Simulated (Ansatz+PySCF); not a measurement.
Values are calculated unless marked as measured or tabulated.
**Several solutions for singlet HCl**

```yaml
atoms:
  - { symbol: H, position_ang: [0.0000, 0.0000, -2.3062] }
  - { symbol: Cl, position_ang: [0.0000, 0.0000, 0.1357] }
```

Basis set: 6-31G (spherical functions). Charge 0, multiplicity 1.

PBE0 (unrestricted) was run from several starts with Ansatz (development build ahead of 0.2.0) and PySCF 2.14.0.

```
run  program                        start  converged  energy (hartree)  <S²>
  A   Ansatz  search for the lowest state        yes        -460.48188  0.66
  B   Ansatz      atomic start, no search        yes        -460.46529  0.00
  C    PySCF             program defaults        yes        -460.46529  0.00
  D   Ansatz      stability test followed        yes        -460.48188  0.66
```

(1) Which runs reached the lowest solution of this kind, and what is wrong with the others?

## Answers

(1) A, D reached the lowest solution found. Converged but too high: B by 0.45 eV, C by 0.45 eV. Convergence only shows a stationary point, and even a stable one can lie too high; stability tests and further starts are what find lower ones. Caution: charge can spread falsely over distant fragments. Caution: the unrestricted determinant is spin contaminated.
